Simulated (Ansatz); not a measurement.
Correlation energies of `CCSSCC` by basis set

```xyz
16

C     1.023    0.466   -2.589
C     1.087    1.012   -1.180
S    -0.538    1.297   -0.422
S    -1.326   -0.567   -0.266
C    -0.692   -1.167    1.326
C    -1.201   -0.396    2.523
H     2.031    0.316   -2.988
H     0.508   -0.496   -2.603
H     0.487    1.149   -3.249
H     1.669    0.365   -0.521
H     1.555    2.002   -1.155
H     0.400   -1.175    1.285
H    -1.021   -2.211    1.352
H    -2.290   -0.443    2.584
H    -0.784   -0.805    3.448
H    -0.908    0.653    2.455
```

The species carries charge 0 and has multiplicity 1. All single points use the PBE0-D4/def2-TZVP geometry. It is one conformer, not always the lowest. Frozen core, restricted reference, Ansatz 0.2.0. CBS rows extrapolate triple and quadruple zeta; past MP2 they add the triple-zeta difference.

| basis | HF (Eh) | MP2 corr. |
| --- | --- | --- |
| def2-SVP | -951.99005 | -0.84213 |
| def2-TZVPP | -952.44539 | -1.06099 |
| def2-QZVPP | -952.47553 | -1.13794 |

Task: Estimate the CCSD correlation energy and the (T) correction in each basis where they were run (hartree).

Result: 
| basis | CCSD corr. | (T) |
| --- | --- | --- |
| def2-SVP | -0.92254 | -0.02905 |
| def2-TZVPP | -1.13266 | -0.05021 |
| CBS(def2) | -1.26662 | as TZ |
